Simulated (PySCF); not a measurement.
Run record: geometry optimisation, `N=[N+]=O` (protonated nitrous oxide).

Method: PBE0-D3(BJ)/def2-TZVP geometry optimisation, gas phase (PySCF 2.14.0). Start geometry: GFN2-xTB. The input is one job of a driver script: a line of settings, then coordinates in Å.

Command:
```bash
OMP_NUM_THREADS=1 python probes_run.py task.json out
```

Input:
```
{"job": {"xc": "PBE0", "basis": "def2-TZVP", "d3": "d3bj", "grid": 2, "shake": 0.01, "kind": "geom"}, "charge": 1, "multiplicity": 1}
N     -0.519660    -0.010130     0.110190
N      0.494560    -0.015410     0.507730
O      1.511760    -0.037860     0.901620
H     -1.448670     0.038020    -0.262990
```

Output:
```
step   0  E = -184.76206000  max force = 0.093177
step   1  E = -184.76758982  max force = 0.010309
step   2  E = -184.76771302  max force = 0.002928
step   3  E = -184.76782559  max force = 0.006343
step   4  E = -184.76821278  max force = 0.032739
step   5  E = -184.76821631  max force = 0.063840
step   6  E = -184.76917182  max force = 0.036407
step   7  E = -184.77031568  max force = 0.016890
step   8  E = -184.77079705  max force = 0.006810
step   9  E = -184.77097994  max force = 0.001032
step  10  E = -184.77100064  max force = 0.000216
step  11  E = -184.77100140  max force = 0.000176
optimisation converged
```

Energies in Eh; «max force» is the largest Cartesian gradient component in Eh/bohr.

Question: How much energy does the optimisation release, in eV?

Answer: E(step 0) − E(last step) = 0.008941 Eh, which is 0.243 eV.

Question: Give the first gradient maximum in eV/Å.

Answer: With 1 Eh/bohr = 51.422 eV/Å, 4.791 eV/Å.

Summary of the converged run: final energy -184.77100 Eh after 11 steps.

Question: Give the final coordinates.

Answer: 0.188 Å rms from the input after alignment:
```
atom  x, y, z in Å
N1    -0.4564   -0.1028    0.4522
N2     0.5921    0.1458    0.8054
O3     1.6442    0.2402    1.1909
H4    -1.2376    0.4280    0.0458
```

Time: 38 s wall; peak memory 0.39 GiB. Hardware: one thread of an Arm Neoverse N1, no GPU (shared host).
Labels such as C1 count atoms from 1, the log's own numbers from 0.
